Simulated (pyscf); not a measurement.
F–SiH₂–F -> difluorosilylene (F–Si:–F) [singlet] + hydrogen (H₂), gas phase, singlet surface. Optimised with ωB97X-D3(BJ)/def2-SVP in PySCF. ΔG in kcal/mol from ωB97M-D3(BJ)/def2-TZVP energies (ideal gas, 1 atm, RRHO with modes under 100 cm⁻¹ raised to 100, one conformer, R ln 2 for chiral ones without a mode under 150 cm⁻¹).

```json
[
 {"T (K)": "298", "ΔG": "+22.7"},
 {"T (K)": "600", "ΔG": "?"},
 {"T (K)": "900", "ΔG": "+3.7"},
 {"T (K)": "1200", "ΔG": "-5.7"}
]
```

**Question.** Fit a line to the three values, predict ΔG at 600 K, and estimate where the reaction turns favourable at 1 atm of each gas.

**Answer.** Least squares gives ΔG = +32.1 − 31.5 × T/1000 K, so ΔS is about +132 J/(mol K) and ΔH about +32.1 kcal/mol over this range (ΔH at 298 K: +31.6). At 600 K the line gives +13.2; the computed value is +13.3. ΔG = 0 falls near 1020 K; 1 kcal/mol in the energy moves that by 32 K. This is thermodynamics alone and says nothing of the barrier.
